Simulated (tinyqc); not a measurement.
Extended Hueckel theory, for LiH, step by step. One step of it, computed by the program tinyqc.

Task: Mulliken analysis. P = C n C^T; charge = valence electrons (H 1, Li 1) minus the sum of (P S)_ii on the atom; overlap population = 2 sum P_ij S_ij between two atoms.

coefficients:
```
,MO1,MO2,MO3,MO4,MO5
1Li 2s,0.141637,0.865799,0.000000,0.000000,0.629711
1Li 2px,0.000000,0.000000,0.301499,0.953466,0.000000
1Li 2py,0.000000,0.000000,0.953466,-0.301499,0.000000
1Li 2pz,0.122004,-0.500671,0.000000,0.000000,1.025118
2H 1s,0.884054,-0.114734,0.000000,0.000000,-0.829406
```

occupations: 2.000000  0.000000  0.000000  0.000000  0.000000

overlap S, lower triangle:
```
,1Li 2s,1Li 2px,1Li 2py,1Li 2pz,2H 1s
1Li 2s,1.000000
1Li 2px,0.000000,1.000000
1Li 2py,0.000000,0.000000,1.000000
1Li 2pz,0.000000,0.000000,0.000000,1.000000
2H 1s,0.334816,0.000000,0.000000,0.461975,1.000000
```

Give: charges; Overlap populations.

Result:

charges: 1Li 0.7466, 2H -0.7466

Overlap populations:
```
pair,value
2-1,0.367006
```
